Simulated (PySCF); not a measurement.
CN⁻ from Hartree–Fock to correlated methods

State: ¹Σ⁺ (singlet), closed shell. Set-up: basis C def2-SVPD, N def2-SVPD; no relativity; PySCF 2.14. De refers to C⁻ + N in their high-spin ground configurations, without counterpoise correction. A positive dipole points towards N; it is taken about the centre of mass and depends on that origin.

| Level | Re (Å) | ωe (cm⁻¹) | De (eV) | μ (D) |
| --- | --- | --- | --- | --- |
| RHF | 1.154 | 2390 | n/a | 0.53 |
| RHF-MP2 | 1.194 | 2040 | n/a | n/a |
| RHF-SCS-MP2 | 1.191 | 2068 | n/a | n/a |
| RHF-CCSD | 1.182 | 2168 | n/a | n/a |
| RHF-CCSD(T) | 1.189 | 2110 | n/a | n/a |
| PBE | 1.185 | 2118 | n/a | 0.76 |
| PW91 | 1.184 | 2122 | n/a | 0.75 |
| BLYP | 1.185 | 2110 | n/a | 0.72 |
| r²SCAN | 1.178 | 2172 | n/a | 0.72 |
| PBE0 | 1.174 | 2212 | n/a | 0.70 |
| BHandHLYP | 1.162 | 2296 | n/a | 0.60 |
| ωB97X | 1.172 | 2237 | n/a | 0.65 |

Problem. What does the step from GGA to meta-GGA do here, going from PBE to r²SCAN?

Solution. r²SCAN less PBE: -0.7 pm in Re, +2.5 % in ωe. 

Problem. What does second-order correlation do here, going from RHF to RHF-MP2?

Solution. RHF-MP2 less RHF: +4.0 pm in Re, -14.6 % in ωe. Correlation nearly always deepens the well. The bond lengthens, as in strong covalent bonds, where excitations into antibonding orbitals dominate.

Problem. What does the triples do here, going from RHF-CCSD to RHF-CCSD(T)?

Solution. RHF-CCSD(T) less RHF-CCSD: +0.7 pm in Re, -2.7 % in ωe. Correlation nearly always deepens the well. The bond lengthens, as in strong covalent bonds, where excitations into antibonding orbitals dominate.

Correlated steps freeze 2 core orbitals. The highest Kohn–Sham level is positive in this anion. Much of that is self-interaction error, but it also means that the finite basis helps to hold the extra electron.

The whole job (state search and all levels along the bond) took about 0.83 min on 1 thread of Intel Xeon Platinum 8375C @ 2.90GHz (shared host), peak memory 0.47 GiB.
